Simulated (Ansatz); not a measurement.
# C2H4N+: functionals against CCSD(T) at one geometry

An exercise on one series of results from a longer session: the logs are not shown, and one member is left open.

Method: single points in def2-TZVPP; program: Ansatz 0.2.0, Gaussian basis.

Cores are frozen in the correlated methods.

**The starting structure**

SMILES `[CH+]=NC`, 7 atoms, charge 1, spin multiplicity 1.

Atoms are counted from 1 here; the program's logs count them from 0.

Bond lengths: C1–N2 1.169 Å, C1–H4 1.031 Å, N2–C3 1.398 Å, C3–H5 1.127 Å, C3–H6 1.137 Å, C3–H7 1.063 Å. Angles: N2–C1–H4 178.3°, C1–N2–C3 178.3°, N2–C3–H5 109.3°, N2–C3–H6 104.7°, N2–C3–H7 110.4°, H5–C3–H6 114.2°, H5–C3–H7 106.7°, H6–C3–H7 111.5°.

Geometry (Å):

```xyz
7
charge 1, multiplicity 1
C    -1.3720   -0.6406   -0.5071
N    -0.3570   -0.1917   -0.1413
C     0.8364    0.3715    0.3215
H    -2.2546   -1.0637   -0.8300
H     1.6940   -0.3164    0.0727
H     0.6704    0.5259    1.4353
H     1.0287    1.2910   -0.1756
```

The first run:

run/in.yaml

```yaml
crystal:
  periodic: [false, false, false]
  atoms:
    - {symbol: C, position_ang: [-1.372000, -0.640600, -0.507100]}
    - {symbol: N, position_ang: [-0.357000, -0.191700, -0.141300]}
    - {symbol: C, position_ang: [0.836400, 0.371500, 0.321500]}
    - {symbol: H, position_ang: [-2.254600, -1.063700, -0.830000]}
    - {symbol: H, position_ang: [1.694000, -0.316400, 0.072700]}
    - {symbol: H, position_ang: [0.670400, 0.525900, 1.435300]}
    - {symbol: H, position_ang: [1.028700, 1.291000, -0.175600]}
basis:
  gaussian: {orbitals: def2-TZVPP}
total_charge: 1
correlation: {method: ccsd_t}
output: {forces: true}
```

The command line of these runs was not kept.

Steps of the session up to this table: CCSD(T)/def2-TZVPP; PBE0-D4/def2-TZVPP; wB97M-V/def2-TZVPP; r2SCAN-D4/def2-TZVPP; PBE-D4/def2-TZVPP; revPBE-D4/def2-TZVPP; wB97X-V/def2-TZVPP.

One of the session's tables, all rows but one given; the rest of the session is left out.

| method | RMS force component (eV/Å) | angle to CCSD(T) forces (°) |
| --- | --- | --- |
| CCSD(T) | 1.719 | reference |
| PBE0-D4 | ? | ? |
| wB97M-V | 2.106 | 7.2 |
| r2SCAN-D4 | 1.798 | 8.9 |
| PBE-D4 | 1.536 | 12.3 |
| revPBE-D4 | 1.497 | 10.6 |
| wB97X-V | 2.125 | 6.8 |

**Question.** Estimate the row for PBE0-D4.

The run gave: RMS force component (eV/Å): 1.972; angle to CCSD(T) forces (°): 9.8. In the column «RMS force component (eV/Å)» it lies between r2SCAN-D4 (1.798) and wB97M-V (2.106).
